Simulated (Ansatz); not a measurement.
A made-up structure of CH2ClMg (charge +1), closed shell:

C1  (-0.713, 0.648, -0.439)
Mg2  (0.784, -0.714, 0.479)
Cl3  (2.218, -2.015, 1.365)
H4  (1.414, 0.773, 1.069)
H5  (-1.133, 1.547, 0.032)
(Å)

It is relaxed with PBE-D4/def2-SVP and then PBE0-D4/def2-TZVP (Ansatz 0.2.0). Atoms count as bonded within 1.22 times the sum of their covalent radii (H–H: 0.88 Å). The end point is not checked to be a true minimum.

Does its bonding change? (Judge from chemistry; the calculation decides.)

The calculation gives: Yes. Formed: C1–H4; broken: Mg2–H4.

Where it ends: The first stage lowers the energy by 4.90 eV in 16 steps. It ends as CH₂ClMg ([CH2][Mg][Cl]), total charge +1:
C1  (-0.007, 0.946, 0.293)
Mg2  (1.088, -0.940, 0.725)
Cl3  (2.135, -2.745, 1.149)
H4  (0.393, 1.961, 0.415)
H5  (-1.039, 1.017, -0.076)
(Å)

Labels in which every atom is bracketed show which atoms are joined, not bond orders.

For scale, one of the runs: PBE0-D4/def2-TZVP relaxation, 112 basis functions, launched by `ansatz run in.yaml --threads 2 --pin off --events-out ev --progress --plain --max-ram 4352MiB`. Hardware: 2 CPU threads of an Arm Neoverse V2, shared host. Wall time about 11 s.
